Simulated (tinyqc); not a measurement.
RHF in the sto-3g basis, for LiH, spin multiplicity 1, step by step. One step of it, computed by the program tinyqc.

Question. Iteration 1: building the Fock matrix. J_ij = sum D_kl (ij|kl), K_ij = sum D_kl (ik|jl); F = H + J - 0.5 K; E = tr D H + tr D J / 2 - 0.25 tr D K + E_nn.

D at the start, lower triangle:
```
            1Li 1s    1Li 2s   1Li 2px   1Li 2py   1Li 2pz     2H 1s
1Li 1s    2.046638
1Li 2s   -0.141596  0.344784
1Li 2px   0.000000  0.000000  0.000000
1Li 2py   0.000000  0.000000  0.000000  0.000000
1Li 2pz  -0.089298  0.340954  0.000000  0.000000  0.338461
2H 1s    -0.113256  0.466672  0.000000  0.000000  0.463489  0.634741
```

core Hamiltonian H = T + V (hartree), lower triangle:
```
            1Li 1s     1Li 2s    1Li 2px    1Li 2py    1Li 2pz      2H 1s
1Li 1s   -4.683587
1Li 2s   -1.051494  -1.363517
1Li 2px   0.000000   0.000000  -1.109016
1Li 2py   0.000000   0.000000   0.000000  -1.109016
1Li 2pz  -0.011338  -0.104379   0.000000   0.000000  -1.191198
2H 1s    -0.153085  -0.519966   0.000000   0.000000  -0.679934  -1.298553
```

Two-electron integrals (ij|kl) in chemists' order, unique and non-zero (hartree):
```
(11|11) 1.680395   (21|11) 0.265420   (21|21) 0.049941   (22|11) 0.397727
(22|21) 0.092860   (22|22) 0.290562   (31|31) 0.008981   (32|31) 0.013788
(32|32) 0.064184   (33|11) 0.396640   (33|21) 0.092880   (33|22) 0.290497
(33|33) 0.312946   (41|41) 0.008981   (42|41) 0.013788   (42|42) 0.064184
(43|43) 0.016869   (44|11) 0.396640   (44|21) 0.092880   (44|22) 0.290497
(44|33) 0.279207   (44|44) 0.312946   (51|51) 0.008981   (52|51) 0.013788
(52|52) 0.064184   (53|53) 0.016869   (54|54) 0.016869   (55|11) 0.396640
(55|21) 0.092880   (55|22) 0.290497   (55|33) 0.279207   (55|44) 0.279207
(55|55) 0.312946   (61|11) 0.036164   (61|21) 0.006853   (61|22) 0.013036
(61|33) 0.012884   (61|44) 0.012884   (61|51) 0.000839   (61|52) 0.001637
(61|55) 0.013346   (61|61) 0.001033   (62|11) 0.107729   (62|21) 0.025565
(62|22) 0.087583   (62|33) 0.082737   (62|44) 0.082737   (62|51) 0.004064
(62|52) 0.026970   (62|55) 0.097191   (62|61) 0.004223   (62|62) 0.047481
(63|31) 0.001790   (63|32) 0.008955   (63|53) 0.003890   (63|63) 0.002941
(64|41) 0.001790   (64|42) 0.008955   (64|54) 0.003890   (64|64) 0.002941
(65|11) 0.140535   (65|21) 0.033630   (65|22) 0.119020   (65|33) 0.110841
(65|44) 0.110841   (65|51) 0.006266   (65|52) 0.041464   (65|55) 0.135256
(65|61) 0.005723   (65|62) 0.069945   (65|65) 0.104024   (66|11) 0.277227
(66|21) 0.066755   (66|22) 0.252718   (66|33) 0.230675   (66|44) 0.230675
(66|51) 0.011125   (66|52) 0.094301   (66|55) 0.296669   (66|61) 0.011315
(66|62) 0.175541   (66|65) 0.267180   (66|66) 0.774606
```

nuclear repulsion = 0.83247595 hartree

Give: Coulomb J; exchange K; Fock matrix F; total energy of this density.

Answer.

Coulomb J (hartree), lower triangle:
```
         1Li 1s  1Li 2s  1Li 2px  1Li 2py  1Li 2pz   2H 1s
1Li 1s   4.0340
1Li 2s   0.6884  1.3357
1Li 2px  0.0000  0.0000   1.3036
1Li 2py  0.0000  0.0000   0.0000   1.3036
1Li 2pz  0.0243  0.1644   0.0000   0.0000   1.3929
2H 1s    0.0982  0.5136   0.0000   0.0000   0.7221  1.6990
```

exchange K (hartree), lower triangle:
```
         1Li 1s  1Li 2s  1Li 2px  1Li 2py  1Li 2pz   2H 1s
1Li 1s   3.3839
1Li 2s   0.5269  0.3289
1Li 2px  0.0000  0.0000   0.0557
1Li 2py  0.0000  0.0000   0.0000   0.0557
1Li 2pz  0.0133  0.2839   0.0000   0.0000   0.3712
2H 1s    0.0856  0.4190   0.0000   0.0000   0.5316  0.9998
```

Fock matrix F (hartree), lower triangle:
```
          1Li 1s   1Li 2s  1Li 2px  1Li 2py  1Li 2pz    2H 1s
1Li 1s   -2.3416
1Li 2s   -0.6265  -0.1922
1Li 2px   0.0000   0.0000   0.1667
1Li 2py   0.0000   0.0000   0.0000   0.1667
1Li 2pz   0.0063  -0.0819   0.0000   0.0000   0.0161
2H 1s    -0.0976  -0.2159   0.0000   0.0000  -0.2236  -0.0995
```

total energy of this density = -7.826509 hartree
